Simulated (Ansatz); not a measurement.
Mulliken charges of CH2O2 (`O=CO`) from r2SCAN/def2-TZVPP in Ansatz (PBE0-D4/def2-TZVP geometry).

```csv
atom,x (Å),y (Å),z (Å),charge (e)
O1,-0.376,-0.441,1.197,-0.319
C2,-0.221,-0.362,0.016,0.303
O3,0.467,0.599,-0.607,-0.270
H4,-0.623,-1.069,-0.723,0.059
H5,0.803,1.200,0.075,0.227
```

**Question.** By hand: the dipole of these point charges (1 e Å = 4.8032 D).

**Answer.** Σ q r = (0.072, 0.079, -0.239) e Å, of length 0.262 e Å = 1.26 D.

**Question.** How does the dipole of the full density compare? (Best estimate.)

**Answer.** Ansatz gave: (0.123, 0.153, -0.261) e Å, 1.57 D; the point charges give 0.80 times that, at 13° from its direction.

Point charges leave out the atoms' own dipoles, such as those of lone pairs, and Mulliken's split depends on the basis, so the two needn't agree.
